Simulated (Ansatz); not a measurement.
Method: frozen-core CCSD(T)/cc-pVTZ // B3LYP-D3(BJ)/def2-SVP run with Ansatz (an electronic-structure program). The geometry is that of the parent before the electron was removed.

Ansatz 0.2 input:
```yaml
crystal:
  periodic: [false, false, false]
  atoms:
    - { symbol: N, position_ang: [0.001208, -0.000432, 0.30603] }
    - { symbol: H, position_ang: [-0.53672, -0.769117, -0.10098] }
    - { symbol: H, position_ang: [-0.398437, 0.84924, -0.099238] }
    - { symbol: H, position_ang: [0.933949, -0.079689, -0.105811] }
basis:
  gaussian: { orbitals: cc-pVTZ }
correlation:
  method: ccsd_t
total_charge: 1
magnetization:
  spin_polarized: true
  initial_magnetization: 1
```

Output:

```
Functional definition: HF
403 factors; integrals over basis functions are off by at most 1.0e-3 eV
mean field evaluation 1: about -1518.1963 eV, gradient 2.4e1 eV
mean field evaluation 2: about -1518.1965 eV, gradient 2.4e1 eV
mean field evaluation 4: about -1520.2858 eV, gradient 1.4e0 eV
mean field evaluation 8: about -1520.3066 eV, gradient 6.4e-4 eV
mean field evaluation 16: about -1520.3061 eV, gradient 1.7e-1 eV
mean field -1520.30656243 eV, -55.8702356686 hartree, gradient 7.4e-7 eV, S^2 0.757923; 0 other end points of the search recorded, 0 dependent functions left out
1 core orbitals not correlated
reference -1520.30656243 eV, -55.8702356686 hartree; 4, 3 occupied and 67, 68 virtual orbitals, 403 factors
second order -4.91491767 eV of doubles, -0.00000000 eV of singles
cycle   1  -5.26751960 eV  change   -3.5e-1 eV  update   3.4e-2
cycle   2  -5.40023488 eV  change   -1.3e-1 eV  update   1.3e-2
cycle   3  -5.41163463 eV  change   -1.1e-2 eV  update   4.3e-3
cycle   4  -5.41279191 eV  change   -1.2e-3 eV  update   1.8e-3
cycle   5  -5.41319799 eV  change   -4.1e-4 eV  update   5.7e-4
cycle   6  -5.41326790 eV  change   -7.0e-5 eV  update   1.4e-4
cycle   7  -5.41328254 eV  change   -1.5e-5 eV  update   4.5e-5
cycle   8  -5.41328123 eV  change    1.3e-6 eV  update   1.3e-5
cycle   9  -5.41328224 eV  change   -1.0e-6 eV  update   3.4e-6
perturbative correction -0.13316306 eV, -0.0048936524 hartree
Total energy: -1525.85300774 eV, -56.0740637741 hartree
```

Cost: roughly 3 core-seconds.
